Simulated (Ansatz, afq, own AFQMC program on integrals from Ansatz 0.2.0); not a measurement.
## Breaking Se1–H2 in H2Se, singlet

```json
{"atom": "Se", "x (Å)": "0.5611", "y (Å)": "-0.2749", "z (Å)": "0.2804"}
{"atom": "H", "x (Å)": "0.0461", "y (Å)": "1.0947", "z (Å)": "0.1446"}
{"atom": "H", "x (Å)": "-0.6073", "y (Å)": "-0.8198", "z (Å)": "-0.4250"}
```

Products: HSe (doublet) and H (doublet), each relaxed with PBE0/def2-SVP like the molecule; electronic energies without zero-point terms. Determinants: RHF, UHF and UHF in that order.

Basis def2-TZVP. Noble-gas cores (and the filled d shells of Ga–Kr and In–Xe) are frozen. Integrals, coupled cluster, full CI and functionals: Ansatz 0.2.0; the random walks run on the same integrals in our own AFQMC program. ph-AFQMC/CISD is guided by a CISD state made of CCSD amplitudes; releasing the constraint for a short imaginary time cuts its bias at the price of noise, slowly where states lie close. Uncertainties: one standard error, sampling alone. No spin–orbit coupling. The errors of all members are added in quadrature.

No full CI on the walks' own integrals is used here; CCSDT(Q) serves as the reference and is uncertain by about the last step of the cluster series. Each member takes its own surest rung, up to full CI.

The best estimate is CCSD(T) at the basis-set limit (CBS: def2-TZVPP and def2-QZVPP, with their diffuse functions for anions and beside diffuse sets, CCSD(T) itself extrapolated) plus the step from CCSD(T) to CCSDT(Q) in def2-TZVP. Rows without CBS are in def2-TZVP; B2PLYP and the wave-function rows carry a basis error of their own. Core correlation and relativity beyond core potentials are missing, and ± holds the sampling alone.

Cautions: inner d shell frozen; no relativity below Rb; no spin-orbit coupling.

| level | bond energy (eV) |
| --- | --- |
| wB97M-V | 3.639 |
| B3LYP | 3.635 |
| CCSD | 3.490 |

Question: From these cheaper values, estimate the bond energy at the level of the best estimate.

Answer: 3.703 eV (best estimate, highest rung CCSDT(Q)).

```
         level  bond energy (eV)  error against the best estimate (eV)
            HF             2.556                                -1.148
           MP2             3.453                                -0.250
       CCSD(T)             3.528                                -0.176
         CCSDT             3.526                                -0.177
      CCSDT(Q)             3.529                                -0.174
 ph-AFQMC/CISD     3.530 ± 0.003                        -0.173 ± 0.003
released AFQMC     3.531 ± 0.003                        -0.173 ± 0.003
        HF/CBS             2.564                                -1.140
       MP2/CBS             3.645                                -0.059
   CCSD(T)/CBS             3.702                                -0.001
           PBE             3.639                                -0.064
        r2SCAN             3.644                                -0.059
          PBE0             3.594                                -0.109
        B2PLYP             3.580                                -0.123
```

Correlation beyond CCSD(T) changes it by less than 2 meV. Going to the basis-set limit adds 0.174 eV at CCSD(T). The perturbative (T) step is worth +0.037 eV.

Best estimates are given only where the step beyond CCSD(T) is under 0.3 eV and no member's determinant is very poor (T1 over 0.05, or 0.07 for open shells, ⟨S²⟩ too high by 0.3, two states mixed), so the hardest cases are missing from such tables.

The functionals ran in a triple-zeta set and keep a basis error of their own, a few kJ/mol for each bond in atomization energies and more for double hybrids, so close places among them and the extrapolated levels can swap.

CCSDT and higher add their correlation energy to the determinant of the CCSD(T) run, since their own runs factorise the integrals more tightly (a shift of under 2 meV). Each member of a difference takes its own highest rung, so a best estimate needn't equal the limit plus the step of one row. A walk keeps the symmetry of its determinant, which the program's search chose and which needn't be the lowest solution, so a lower state of the same spin and another symmetry isn't excluded. Released energies are given only where the last usable release times agree within the noise; a slower fall can still hide under it.
